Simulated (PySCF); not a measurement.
Species: phthalazine radical anion, C₈H₆N₂ (charge -1 and doublet state).
Z-matrix (Å and degrees, PBE0-D3(BJ)/def2-SVP geometry), rows numbered from 1:
```
C 
C   1  1.3872
C   2  1.4128  1  120.41
C   3  1.4131  2  120.27  1    -0.03
C   4  1.4194  3  125.56  2  -179.97
N   5  1.3425  4  125.25  3   179.95
N   6  1.3122  5  119.62  4     0.03
C   7  1.3427  6  119.62  5     0.00
C   8  1.4193  7  125.27  6    -0.03
C   1  1.4127  2  120.45  3     0.01
H   1  1.0953  2  119.92  3   179.98
H   2  1.0953  1  119.95  3  -179.98
H   3  1.0946  2  120.59  1   179.98
H   5  1.0976  4  119.44  3    -0.04
H   8  1.0976  7  115.30  6   179.98
H  10  1.0946  1  120.59  2  -179.99
```

As a line formula: `c1c2cnncc2ccc1` (phthalazine radical anion) [SMILES of the parent framework; charge -1 and doublet state].

Level of theory: UKS B3LYP, IGLO-III on C N, pcH-1 on H, non-relativistic, mean-field spin-orbit, GIAO in PySCF 2.14.0. Whether the extra electron is bound in the gas phase wasn't checked; a finite basis holds it in any case. The SCF solution wasn't tested for stability. No frequencies were computed at this geometry's level, so the symmetric structure isn't shown to be a minimum.

The largest Mulliken spin populations are on C10 (+0.27), C3 (+0.27), C5 (+0.27) and C8 (+0.27). Four atoms exceed +0.15. The positive populations add up to 1.21 and the negative ones to -0.21, together 2S = 1.

**Question.** McConnell's relation a(H) = Q·ρ ties the coupling of a proton on a planar π carbon to the spin population of that carbon. What Q do the computed values give?

**Answer.** 
```
  H    C    ρ(C)  a(H) (G)  a/ρ (G)
H13   C3  +0.272     -6.33    -23.3
H14   C5  +0.271     -6.20    -22.9
H15   C8  +0.271     -6.20    -22.9
H16  C10  +0.272     -6.34    -23.3
```

These protons share one ρ (within 0.01), so their mean ratio, Q = -23.1 G, is no test of linearity. In every row coupling and population have opposite signs.

Couplings in gauss use g_iso = 2.0026.
